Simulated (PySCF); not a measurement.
**Isomers of C2H6O: computed energies against enthalpies of formation**

**Measured values to compare with.**

CRC Handbook of Chemistry and Physics lists, for the gas at 298.15 K: enthalpy of formation of `CCO` (ethanol) -234.8 kJ/mol; enthalpy of formation of `COC` -184.1 kJ/mol.

The results are set against them at the end.

Differences of these values give the isomerisation enthalpies. Geometries: PBE0-D3(BJ)/def2-SVP; runs in PySCF, gas phase, with a dispersion term only where the level names one. Total electronic energies (Eh):

```tsv
SMILES	PBE0-D3(BJ)/def2-SVP
CCO	-154.74585
COC	-154.72916
```

Geometry of `CCO` (Å):
```
atom  x, y, z in Å
C1     0.836    0.165    0.017
C2    -0.579   -0.369   -0.080
O3    -1.503    0.592   -0.518
H4     1.543   -0.629    0.304
H5     0.910    0.962    0.777
H6     1.158    0.587   -0.947
H7    -0.881   -0.812    0.891
H8    -0.620   -1.188   -0.816
H9    -1.500    1.316    0.116
```

Geometry of `COC` (Å):
```
atom  x, y, z in Å
C1     1.1060    0.3023    0.2498
O2     0.1076    0.2826   -0.7178
C3    -1.0844   -0.2695   -0.2607
H4     1.3637   -0.7166    0.6054
H5     0.8177    0.9037    1.1364
H6     2.0046    0.7516   -0.1962
H7    -0.9598   -1.3230    0.0644
H8    -1.8107   -0.2452   -1.0856
H9    -1.5071    0.2971    0.5944
```

Zero-point and thermal terms are left out, so the computed numbers are electronic energies.

**Comparison with experiment**

Relative to `CCO`, the lowest by measurement, in kJ/mol (measured: enthalpies at 298.15 K; computed: electronic energies):

| SMILES | measured | PBE0-D3(BJ)/def2-SVP |
| --- | --- | --- |
| CCO | 0.0 | 0.0 |
| COC | 50.7 | 43.8 |

Measured values: -234.8 kJ/mol (298.15 K; CRC Handbook of Chemistry and Physics) for the first row; the others come from the same table. Unsigned miss: PBE0-D3(BJ)/def2-SVP 6.9 kJ/mol. One conformer stands for `CCO`, not necessarily the lowest, while the measurement averages over conformers. Where a level misses, the cause wasn't examined.
